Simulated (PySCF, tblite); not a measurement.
Dissociation curve of Na₂, singlet.

GFN2-xTB, 300 K electronic temperature (tblite); UCCSD(T) = CCSD(T) on UHF/cc-pVDZ, 2 core orbitals frozen in PySCF.

Energies relative to the lowest point of each curve near equilibrium, in kJ/mol; the last columns give the difference from UCCSD(T):

| R / Å | GFN2-xTB | UCCSD(T) | GFN2-xTB − UCCSD(T) |
|---|---|---|---|
| 2.50 | 10.1 | 25.4 | -15.3 |
| 2.61 | 2.3 | 17.5 | -15.2 |
| 2.77 | 0.0 | 9.6 | -9.6 |
| 2.94 | 4.6 | 3.6 | 0.9 |
| 3.04 | 9.2 | 1.4 | 7.8 |
| 3.10 | 12.5 | 0.5 | 11.9 |
| 3.17 | 16.6 | 0.0 | 16.6 |
| 3.31 | 25.5 | 0.4 | 25.1 |
| 3.39 | 30.8 | 1.3 | 29.5 |
| 3.59 | 44.4 | 5.4 | 39.0 |
| 3.85 | 58.0 | 13.1 | 44.9 |
| 4.20 | 78.2 | 25.1 | 53.2 |
| 4.61 | 104.4 | 38.2 | 66.2 |
| 5.17 | 135.0 | 51.6 | 83.4 |
| 5.56 | 152.2 | 57.6 | 94.5 |
| 6.25 | 174.3 | 63.6 | 110.7 |
| 6.84 | 186.2 | 65.6 | 120.6 |
| 7.53 | 195.0 | 66.5 | 128.5 |
| 8.32 | 200.9 | 66.9 | 134.0 |
| 9.19 | 204.4 | 67.1 | 137.3 |

GFN2-xTB is furthest from UCCSD(T) at 9.19 (137.3 kJ/mol, above); its mean absolute difference over the points is 57.2 kJ/mol.

The unrestricted determinant behind UCCSD(T) is spin-contaminated at 2.50 to 9.19 Å (<S²> up to 1.0, against 0.00 for a pure singlet).
